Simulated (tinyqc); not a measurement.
CISD on RHF in the sto-3g basis, frozen core, for LiH, spin multiplicity 1, step by step. One step of it, computed by the program tinyqc.

Question. CISD: roots. Diagonalise (each vector has its largest component positive (the first on a tie)); all determinants have Ms = 0, so triplets appear too. The lowest singlet root is the correlation energy.

Occupation strings over the orbitals (2 doubly, a alpha, b beta, 0 empty; spin orbitals ordered 1a 1b 2a 2b ...): 220000 2ab000 2a000b 2ba000 2b000a 202000 20a00b 200200 200020 20b00a 200002

H - E(HF) between determinants (hartree), lower triangle:
```
           220000     2ab000     2a000b     2ba000     2b000a     202000     20a00b    200200
220000   0.000000
2ab000   0.000000   0.159791
2a000b   0.000000   0.017706   0.544524
2ba000   0.000000  -0.011818   0.033105   0.159791
2b000a   0.000000   0.033105  -0.122645   0.017706   0.544524
202000   0.011818   0.051962   0.008100  -0.051962  -0.008100   0.699932
20a00b  -0.033105   0.008100   0.004624   0.142652   0.030777   0.104603   0.757194
200200   0.024215   0.019195  -0.019457  -0.019195   0.019457   0.041341  -0.013895  0.670458
200020   0.024215   0.019195  -0.019457  -0.019195   0.019457   0.041341  -0.013895  0.016869
20b00a   0.033105   0.142652   0.030777   0.008100   0.004624  -0.104603  -0.026290  0.013895
200002   0.122645  -0.030777   0.008242   0.030777  -0.008242   0.026290   0.025181  0.019331

          200020     20b00a    200002
200020  0.670458
20b00a  0.013895   0.757194
200002  0.019331  -0.025181  1.125987
```

Give: lowest roots of this matrix, relative to E(HF); lowest vectors; <S^2> of these roots; weight of the ground state by excitation level 0, 1, 2, ....

Answer.

lowest roots of this matrix, relative to E(HF) (hartree): -0.0183  0.1059  0.1219  0.4211  0.5652  0.6536  0.6743  0.7456

lowest vectors:
```
         root 1   root 2   root 3   root 4
220000   0.9892   0.0000  -0.0662   0.0000
2ab000   0.0347   0.6827   0.6739   0.0674
2a000b   0.0028  -0.0919   0.0271   0.6949
2ba000  -0.0347   0.6827  -0.6739   0.0674
2b000a  -0.0028  -0.0919  -0.0271   0.6949
202000  -0.0296   0.0000  -0.1776   0.0000
20a00b   0.0529  -0.1595   0.1602  -0.1122
200200  -0.0290   0.0000  -0.0218   0.0000
200020  -0.0290   0.0000  -0.0218   0.0000
20b00a  -0.0529  -0.1595  -0.1602  -0.1122
200002  -0.1049   0.0000   0.0464   0.0000
```

<S^2> of these roots: 0.0000  2.0000  0.0000  2.0000  0.0000  0.0000  0.0000  0.0000

weight of the ground state by excitation level 0, 1, 2, ...: 0.9784  0.0024  0.0191
